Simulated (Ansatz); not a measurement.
A nudged elastic band was laid between two geometries of C₃H₄N (8 atoms, charge -1, multiplicity 1).

Theory: RKS BLYP/def2-SVP in Ansatz 0.2.0.

- movable images: 7
- climbing image: yes
- spring: 5.0 eV/Å²
- optimiser: quadratic models (default)
- start path: IDPP
- force threshold: 0.05 eV/Å
- iteration limit: 60
- end points: relaxed

Image 0:

```xyz
8
Properties=species:S:1:pos:R:3
C -0.006 1.848 -0.863
N -0.027 0.541 -0.926
C -0.416 -0.453 -0.084
C 0.192 -0.888 1.084
H 0.582 2.196 -1.811
H -1.268 -1.062 -0.467
H -0.108 -1.838 1.556
H 1.051 -0.345 1.510
```

Image 8:

```xyz
8
Properties=species:S:1:pos:R:3
C -0.006 1.849 -0.862
N -0.028 0.542 -0.925
C -0.416 -0.453 -0.084
C 0.191 -0.887 1.085
H 0.581 2.197 -1.810
H -1.266 -1.064 -0.469
H 1.050 -0.344 1.511
H -0.107 -1.840 1.555
```

Q: Which bonds break or form, and what moves?

A: No bond is made or broken. The dihedral N2–C3–C4–H7 goes from -167 to 7°. The two ends are copies of one structure, up to a mirror image or an exchange of like atoms.

Q: Give the energies along the band, and the barrier.

A: The forces met the threshold. The highest image is number 4 of 0 to 8, 1.12 eV above the ends, which have the same energy within 2 meV. A vibrational analysis at the climbing image gives one clearly imaginary mode, 687i cm⁻¹: a first-order saddle point. Limits of this set-up: an anion without diffuse functions.

```csv
image,path coordinate (Å),energy (eV),dihedral N2–C3–C4–H7 (°)
0,0.00,0.00,-167
1,0.51,0.21,155
2,1.02,0.51,116
3,1.54,0.88,85
4,2.05,1.12,55
5,2.62,0.84,30
6,3.19,0.42,12
7,3.76,0.13,8
8,4.32,0.00,7
```

Q: What is the geometry of the highest image?

A: 
```xyz
8
Properties=species:S:1:pos:R:3
C -0.691 1.782 -0.717
N -0.393 0.561 -0.590
C -0.200 -0.686 -0.289
C 0.421 -1.192 0.983
H 0.145 2.366 -1.208
H -0.545 -1.379 -1.111
H -0.166 -0.754 1.841
H 1.429 -0.698 1.091
```

Q: What are the harmonic wavenumbers there?

A: 687i, 237, 410, 534, 562, 736, 808, 969, 1043, 1054, 1161, 1304, 1385, 1826, 2723, 2730, 2775, 2788 cm⁻¹.

The run took 2.2 min on 1 thread of Arm Neoverse V2 (shared host), peak memory 0.13 GiB.
